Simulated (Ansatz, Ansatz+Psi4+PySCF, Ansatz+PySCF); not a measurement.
```xyz
4

C     0.0000    0.0000    0.0000
H     0.0000    0.0000   -1.0900
O     0.0000    1.1196    0.5953
O     0.0000   -1.1055    0.5878
```

Basis set: cc-pVTZ (spherical functions). Correlated methods keep 3 orbitals frozen. Correlation on ROHF uses semicanonical orbitals with singles. Charge 0, multiplicity 2.

Computed with Ansatz (development build ahead of 0.2.0); each method stands on the lowest determinant of its kind that the runs found.

**Question.** Give the atomization energy at this shape (free ground-state atoms in the same class of orbitals less the molecule, no zero-point energy) of doublet CHO₂ by ROHF-MP2, UHF-MP2, UHF-CCSD(T), ROHF-CCSD(T), ROHF, UHF.

**Answer.**

```csv
method,atomization energy
ROHF-MP2,1565.9 kJ/mol
UHF-MP2,1492.4 kJ/mol
UHF-CCSD(T),1488.5 kJ/mol
ROHF-CCSD(T),1513.9 kJ/mol
ROHF,1017.7 kJ/mol
UHF,995.3 kJ/mol
```

Caution for ROHF-MP2, UHF-MP2, UHF-CCSD(T): another reference gives a lower total. Caution for UHF-MP2, UHF-CCSD(T), UHF: the unrestricted determinant is spin contaminated.
